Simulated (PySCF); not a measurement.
Z-matrix (Å, degrees):
```
N
H 1 1.0260
H 1 1.0260 2 103.73
```
Charge 0, spin multiplicity 2.

What is the computed total energy, dipole moment and highest occupied spin orbital (PBE-D3(BJ)/def2-TZVP // CAM-B3LYP-D3(BJ)/def2-TZVP (PySCF))?


```yaml
total_energy: -55.8292 Ha
dipole_moment: 1.90 D
highest_occupied_spin_orbital: -7.03 eV
```
